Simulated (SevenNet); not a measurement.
# CaB6-type LaB6

Calculation: the machine-learned potential SevenNet-l3i5 (trained on PBE and PBE+U data).

Cell: relaxed at this level.

```
Item                                 Value
---------------------------  -------------
lattice constant a                 4.155 Å
equilibrium volume per atom  10.25 Å³/atom
bulk modulus B0                    176 GPa
elastic constant C11               367 GPa
elastic constant C44              58.5 GPa
```

Measured, for comparison: lattice constant a 4.157 Å, equilibrium volume per atom 10.26 Å³/atom (296 K, no zero-point or thermal correction; as tabulated in Tsubota and Kitagawa (2017), doi:10.1038/s41598-017-15766-y); bulk modulus 164 ± 2 GPa (room temperature, no zero-point or thermal correction, isothermal; as tabulated in LaB6 under pressure, Phys. Rev. B 80, 172104 (doi 10.1103/PhysRevB.80.172104)); elastic constant C11 477 ± 26 GPa, elastic constant C44 90 ± 5 GPa (temperature not stated, no zero-point or thermal correction; as tabulated in Z. Phys. B, doi 10.1007/BF01469434 (note on Brillouin scattering of LaB6)). Computed (rounded) less measured: lattice constant a 0.0 %, equilibrium volume per atom -0.1 %, bulk modulus +7 %, elastic constant C11 -23 %, elastic constant C44 -35 %. A static lattice is as a rule a little smaller and stiffer than an uncorrected measurement, which narrows the difference in the bulk modulus and would widen misses of the other sign.

A machine-learned potential is trained on density-functional data: it inherits that level's misses and adds fitting errors of its own.

Elastic constants are with the ions relaxed.
